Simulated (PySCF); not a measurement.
Zinc-blende GaSb: correlation energy from several methods in one and the same small orbital space (PySCF; 2 atoms at the zone centre, 8 electrons in 58 orbitals, empty ones MP2 natural orbitals of a TZ basis, lattice constant set to 5.91302 Å). Its volume lies 9 % below that of the crystal's usual cell. It tests the methods against each other and lies far from the crystal's limit.

```json
[
 {"method": "MP2", "E_corr (eV per atom)": "-1.6746", "share of CCSDT(Q) (%)": "69.1", "difference (meV)": "748"},
 {"method": "CCSD", "E_corr (eV per atom)": "-2.3044", "share of CCSDT(Q) (%)": "95.1", "difference (meV)": "118"},
 {"method": "CCSD(T)", "E_corr (eV per atom)": "-2.3876", "share of CCSDT(Q) (%)": "98.6", "difference (meV)": "35"},
 {"method": "CCSDT", "E_corr (eV per atom)": "-2.4152", "share of CCSDT(Q) (%)": "99.7", "difference (meV)": "7"},
 {"method": "CCSDT(Q)", "E_corr (eV per atom)": "-2.4223", "share of CCSDT(Q) (%)": "100.0", "difference (meV)": "0"}
]
```

MP2, (T) and (Q) use filled levels shifted down by the Madelung term, which in so small a cell is a large part of the gap, so these rows hang on it.

CCSDT(Q) is the highest level reached here, not an exact value.
